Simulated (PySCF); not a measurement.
cyclopentanone: bond dissociation enthalpies at several levels

Structure: `O=C1CCCC1` (C5H8O). Coordinates in Å; atoms count from 1 in this order:
```
O     0.9797    2.1848   -0.8934
C     0.5201    1.1585   -0.4689
C     1.3077   -0.0969   -0.1148
C     0.2520   -1.1864    0.0492
C    -0.9741   -0.4298    0.5796
C    -0.9542    0.8851   -0.1949
H     2.0952   -0.2912   -0.8564
H     1.8158    0.1107    0.8443
H     0.5669   -2.0089    0.7070
H     0.0170   -1.6294   -0.9334
H    -0.8481   -0.2312    1.6573
H    -1.9102   -0.9943    0.4632
H    -1.4433    0.7775   -1.1797
H    -1.4269    1.7451    0.3005
```

All levels share the PBE0-D3(BJ)/def2-SVP structures and the GFN2-xTB thermal terms; only the single-point energies (PySCF) change. Values are bond dissociation enthalpies (298 K, kJ/mol).

```jsonl
{"level": "HF/def2-TZVP", "C3–H": "274", "C4–H": "302", "time": "30 s"}
{"level": "r2SCAN-D3(BJ)/def2-TZVP (grid 3)", "C3–H": "355", "C4–H": "382", "time": "3.4 min"}
{"level": "OPBE/def2-TZVP", "C3–H": "359", "C4–H": "387", "time": "100 s"}
{"level": "PBE0-D3(BJ)/6-31G", "C3–H": "361", "C4–H": "394", "time": "10 s"}
{"level": "B97-2/def2-TZVP", "C3–H": "362", "C4–H": "392", "time": "64 s"}
{"level": "PBE0-D3(BJ)/def2-TZVP", "C3–H": "362", "C4–H": "390", "time": "–"}
{"level": "PBE0-D3(BJ)/6-311+G**", "C3–H": "363", "C4–H": "391", "time": "41 s"}
{"level": "PBE0-D3(BJ)/aug-pcseg-1", "C3–H": "364", "C4–H": "392", "time": "54 s"}
{"level": "PBE0-D3(BJ)/6-31G*", "C3–H": "366", "C4–H": "396", "time": "17 s"}
{"level": "TPSSh-D3(BJ)/def2-TZVP (grid 3)", "C3–H": "367", "C4–H": "397", "time": "3 min"}
{"level": "B3LYP-D3(BJ)/def2-TZVP", "C3–H": "367", "C4–H": "397", "time": "68 s"}
{"level": "CAM-B3LYP-D3(BJ)/def2-TZVP", "C3–H": "372", "C4–H": "399", "time": "94 s"}
{"level": "ωB97X-D3(BJ)/def2-TZVP", "C3–H": "376", "C4–H": "403", "time": "88 s"}
```

Times are wall times for all single points of a level on 1 thread of Arm Neoverse V1, a shared host; the dash marks the run that also made the structures. OPBE, r2SCAN ran on a slower path of this set-up, which computes the density-fitting integrals anew in every SCF cycle while the other levels store them. So the times needn't show the usual order of cost, and those levels read slower than they are.

Hartree-Fock leaves out electron correlation, so its bond energies come out too low, often by 100 kJ/mol or more.

The widest spread is that of C3–H: 102 kJ/mol, from 274 to 376.

Caveats: radicals beside a multiple bond are drawn in one resonance form, and their spin spreads.
